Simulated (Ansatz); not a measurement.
We consider fcc Au, described by r²SCAN in Ansatz (plane waves, PAW).

Run with plane-wave cutoff 560 eV, 24×24×24 k mesh, Fermi–Dirac smearing 0.05 eV, scalar-relativistic PAW data made under PBE.

A third-order Birch–Murnaghan fit to the energies gives V0 = 17.543 Å³/atom, B0 = 154 GPa, B′ = 5.8.

```
V (Å³/atom)  P (GPa)
-----------  -------
16.493           [?]
16.844          7.04
17.195          3.27
17.546         -0.02
17.896           [?]
18.247           [?]
18.598           [?]
```

**Question.** Estimate the withheld pressures from this fit; the answers are the runs' own values.

**Answer.** 
- 16.493, P (GPa): 11.36
- 17.896, P (GPa): -2.89
- 18.247, P (GPa): -5.40
- 18.598, P (GPa): -7.59

The formula P = (3/2) B0 (x^(7/3) − x^(5/3)) [1 + (3/4)(B′ − 4)(x^(2/3) − 1)] with x = V0/V meets the computed pressures within 0.01 GPa when these rounded values are put in.

Measured, for comparison: bulk modulus 182 GPa (0 K value with the zero-point phonon effect removed, our sources range from 175 to 182; as tabulated in Mejia-Rodriguez and Trickey (2018), arXiv:1807.09216); equilibrium volume per atom 16.76 Å³/atom (static lattice: zero-point anharmonic expansion removed; as tabulated in Mejia-Rodriguez and Trickey (2018), arXiv:1807.09216). Computed (rounded) less measured: bulk modulus -15 % (-12 % to -15 % over the range), equilibrium volume per atom +4.7 %.

Spin–orbit coupling is not included; it can shift volumes and moduli of such heavy elements.

The computed numbers hold no vibrational or temperature effects.

The result took around 100 core-seconds (rough).

Ansatz is a first-principles code.
